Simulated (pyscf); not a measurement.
H₂O + H₂N–SiH₂–OH → HO–SiH₂–OH + NH₃, a four-centre exchange (singlet surface; H–O, N–Si broken, O–Si, H–N formed). Optimised with ωB97X-D3(BJ)/def2-SVP in PySCF. Correlated levels are frozen-core, on RHF or UHF. ΔMP2 is the change of the MP2 total energy from the triple- to the quadruple-zeta basis. Energies in kJ/mol from the separated reactants.

Small-basis levels: PySCF, no dispersion term, spherical d functions. AM1 to PM7: differences of heats of formation from MOPAC, which are fitted to 298 K values and so differ in kind from electronic energies by zero-point and thermal terms. Cost: rough CPU time at the saddle relative to B3LYP/6-31G*, from one job on a shared machine.

| level | barrier | reaction energy | cost |
|---|---|---|---|
| HF/STO-3G | 126.5 | -25.4 | 0.04 |
| HF/3-21G | 58.3 | -41.6 | 0.06 |
| SVWN5/6-31G* | -18.1 | -53.3 | 0.9 |
| BP86/6-31G* | 41.0 | -57.0 | 1 |
| PBE/6-31G* | 32.2 | -56.5 | 1 |
| B3LYP/STO-3G | -23.6 | -36.1 | 0.5 |
| B3LYP/3-21G | -14.6 | -49.6 | 0.7 |
| B3LYP/LANL2DZ | 52.9 | -12.9 | 0.7 |
| M06-2X/6-31G* | 51.4 | -55.4 | 3 |
| B3LYP/def2-SVP | 59.1 | -50.7 | 1 |
| PM3 | 172.3 | -45.7 | under 0.02 |
| PM6 | 65.6 | -17.5 | under 0.02 |
| CCSD(T)/def2-TZVPP + ΔMP2(QZVPP) | 85.5 | -45.7 | – |

Against the last row the barrier runs from -109.0 (B3LYP/STO-3G) to +86.8 kJ/mol (PM3); PM6 happens to lie closest here (19.9 kJ/mol apart). At SVWN5/6-31G*, B3LYP/STO-3G, B3LYP/3-21G this geometry lies under one side, so the entry may be no barrier of that level: it is a single point on another level's saddle. CCSD(T)/def2-TZVPP + ΔMP2(QZVPP) has limits of its own. On the reactant side the descent ends in a complex, 20.0 kJ/mol under the separated species and 92.6 kJ/mol under the saddle at ωB97X-D3(BJ)/def2-TZVP. On the product side the descent ends in an adduct with a N–Si contact, 22.3 kJ/mol under the separated species and 141.7 kJ/mol under the saddle at ωB97X-D3(BJ)/def2-TZVP. What is counted as broken (N–Si) persists as a longer contact in the product adduct; parting that adduct is a step of its own. At ωB97X-D3(BJ)/def2-TZVP the barrier from the zero used here is 72.5 kJ/mol. This is the saddle that the search found; another between the same sides may lie lower. The CCSD(T) − MP2 part came from Ansatz, without density fitting, on the same reference.
